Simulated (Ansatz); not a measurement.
Consider the formal exchange of groups at a C–C bond: `CC(C)C(C)O` + `OCS` → `CC(O)S` + `CC(C)CO`.

Calculated with Ansatz (gas phase, PBE0-D4/def2-TZVP geometries, no zero-point term in ΔE). CCSD(T)/CBS adds triple-zeta CCSD(T) − MP2 to the extrapolated MP2 energy (def2 sets, frozen cores). Functionals use def2-TZVPP. One conformer a species, not always the lowest.

```tsv
level	ΔE (kJ/mol)
PBE0-D4	-3.4
r2SCAN	-4.2
HF/def2-TZVPP	-4.2
CCSD(T)/def2-TZVPP	-2.5
```

Question: What does CCSD(T)/CBS give? (Estimate.)

Answer: The calculation gave: -2.0 kJ/mol. The listed levels differ from it by -1.4, -2.2, -2.2, -0.5 kJ/mol.

Largest T1 diagnostic among the species: 0.011.
